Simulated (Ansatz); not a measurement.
**CH3ClSi (SMILES C=[SiH]Cl): single points off equilibrium**

The task here is to estimate one member of a computed series from the others.

Method: single points in def2-TZVPP; program: Ansatz 0.2.0, Gaussian basis.

Correlated methods freeze the cores.

## Starting geometry

SMILES `C=[SiH]Cl`, 6 atoms, charge 0, spin multiplicity 1.

Atoms are counted from 1 here; the program's logs count them from 0.

Bond lengths: C1–Si2 1.881 Å, C1–H4 1.212 Å, C1–H5 1.059 Å, Si2–Cl3 2.013 Å, Si2–H6 1.457 Å. Angles: Si2–C1–H4 113.5°, Si2–C1–H5 125.0°, H4–C1–H5 119.8°, C1–Si2–Cl3 127.5°, C1–Si2–H6 123.0°, Cl3–Si2–H6 108.4°.

Geometry (Å):

```mol
CH3ClSi
  3D, bonds by distance, orders not assigned

  6  5  0  0  0  0  0  0  0  0999 V2000
   -0.7438    0.4315   -0.6387 C   0  0
    0.4820   -0.1308    0.6724 Si  0  0
    1.3292   -1.9475    0.8583 Cl  0  0
   -1.2152   -0.4805   -1.2826 H   0  0
   -1.1923    1.3902   -0.6789 H   0  0
    1.1791    0.7943    1.5557 H   0  0
  1  2  8  0
  1  4  8  0
  1  5  8  0
  2  3  8  0
  2  6  8  0
M  END
```

The first run:

run/in.yaml

```yaml
crystal:
  periodic: [false, false, false]
  atoms:
    - {symbol: C, position_ang: [-0.743800, 0.431500, -0.638700]}
    - {symbol: Si, position_ang: [0.482000, -0.130800, 0.672400]}
    - {symbol: Cl, position_ang: [1.329200, -1.947500, 0.858300]}
    - {symbol: H, position_ang: [-1.215200, -0.480500, -1.282600]}
    - {symbol: H, position_ang: [-1.192300, 1.390200, -0.678900]}
    - {symbol: H, position_ang: [1.179100, 0.794300, 1.555700]}
basis:
  gaussian: {orbitals: def2-TZVPP}
correlation: {method: ccsd_t}
output: {forces: true}
```

No record of the launch command was kept for these runs.

Among the steps run: CCSD(T)/def2-TZVPP; PBE0-D4/def2-TZVPP; wB97M-V/def2-TZVPP; r2SCAN-D4/def2-TZVPP; PBE-D4/def2-TZVPP; r2SCAN0-D4/def2-TZVPP; SPW92/def2-TZVPP.

One table of the session follows, with a row left open; its other results are not shown here.

```
    method  RMS force component (eV/Å)  angle to CCSD(T) forces (°)  dipole (D)
   CCSD(T)                       1.732                    reference        0.67
   PBE0-D4                       1.862                          4.0        0.83
   wB97M-V                       1.914                          5.2        0.99
 r2SCAN-D4                           ?                            ?           ?
    PBE-D4                       1.761                          4.0        0.71
r2SCAN0-D4                       1.891                          4.9        0.87
     SPW92                       1.822                          7.1        0.73
```

Estimate the missing values for r2SCAN-D4.

The run gave: RMS force component (eV/Å): 1.810; angle to CCSD(T) forces (°): 3.0; dipole (D): 0.76. In the column «RMS force component (eV/Å)» it lies between PBE-D4 (1.761) and SPW92 (1.822).
